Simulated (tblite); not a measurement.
Species: C3H2NS (charge -1).
SMILES with atom numbers: `[CH2:1]=[C:2]([S-:3])[C:4]#[N:5]` (hydrogens: H6, H7 on C1)
Bond orders are those of one Lewis drawing.

Computed with GFN2-xTB (tblite), gas phase: Langevin dynamics at 300 K from the optimised GFN2-xTB geometry, time step 0.5 fs, friction 0.01 fs⁻¹, 2000 steps.

Start geometry:
```
atom  x, y, z in Å
C1     -1.063   -0.268    0.046
C2      0.119    0.387    0.050
S3      0.375    2.068    0.314
C4      1.326   -0.301   -0.174
N5      2.350   -0.805   -0.350
H6     -1.988    0.257    0.217
H7     -1.115   -1.333   -0.129
```

The statistics below take the 31 frames saved every 25 fs from 250 to 1000 fs; their kinetic temperature (all 3N coordinates) averages 299 K.

**Question.** Give the mean, spread and extremes of the bond lengths.

**Answer.** 
```json
{"bond": "C1=C2", "start (Å)": "1.351", "mean (Å)": "1.354", "standard deviation (Å)": "0.019", "shortest (Å)": "1.314", "longest (Å)": "1.410"}
{"bond": "C2–S3", "start (Å)": "1.721", "mean (Å)": "1.722", "standard deviation (Å)": "0.024", "shortest (Å)": "1.680", "longest (Å)": "1.788"}
{"bond": "C2–C4", "start (Å)": "1.408", "mean (Å)": "1.413", "standard deviation (Å)": "0.027", "shortest (Å)": "1.348", "longest (Å)": "1.468"}
{"bond": "C4≡N5", "start (Å)": "1.154", "mean (Å)": "1.157", "standard deviation (Å)": "0.016", "shortest (Å)": "1.128", "longest (Å)": "1.209"}
{"bond": "C1–H6", "start (Å)": "1.077", "mean (Å)": "1.081", "standard deviation (Å)": "0.016", "shortest (Å)": "1.045", "longest (Å)": "1.106"}
{"bond": "C1–H7", "start (Å)": "1.081", "mean (Å)": "1.082", "standard deviation (Å)": "0.019", "shortest (Å)": "1.042", "longest (Å)": "1.133"}
```

**Question.** Give the same statistics for bond angles, one of each kind.

**Answer.** 
| angle | start (°) | mean (°) | standard deviation (°) | smallest (°) | largest (°) |
| --- | --- | --- | --- | --- | --- |
| C2–C1–H6 | 121.0 | 120.4 | 4.0 | 111.0 | 126.4 |
| C2–C1–H7 | 121.4 | 122.1 | 3.8 | 112.8 | 130.0 |
| H6–C1–H7 | 117.7 | 116.6 | 3.5 | 110.7 | 125.1 |
| C1–C2–S3 | 127.2 | 126.9 | 3.3 | 119.3 | 133.2 |
| C1–C2–C4 | 120.8 | 120.1 | 4.0 | 111.2 | 129.2 |
| S3–C2–C4 | 112.0 | 112.3 | 4.6 | 101.6 | 120.6 |
| C2–C4–N5 | 176.5 | 170.8 | 3.7 | 161.9 | 178.8 |

**Question.** How far does each atom move about its mean position (frames aligned on the start, all atoms weighted alike), and what rms force does it feel?

**Answer.** 
```
atom  rms displacement (Å)  rms force (eV/Å)
  C1                  0.07              1.29
  C2                  0.09              1.33
  S3                  0.10              0.73
  C4                  0.08              2.27
  N5                  0.13              1.83
  H6                  0.11              0.67
  H7                  0.09              0.69
```

The displacements run from 0.07 to 0.13 Å, the largest at N5.

**Question.** How widely does the potential energy scatter, against a harmonic estimate?

**Answer.** Mean 0.16 eV above the start, standard deviation 0.052 eV, range 0.08 to 0.27 eV. For 15 classical harmonic modes at 300 K the canonical values are 15kT/2 = 0.19 eV and kT·√(15/2) = 0.071 eV.

The run is classical and short, so these are rough statistics of one trajectory.

The cost below is that of the whole dynamics run. Hardware: an Arm Neoverse V1 with one thread, shared host. Cost: 6.5 s, 0.18 GiB resident at most.
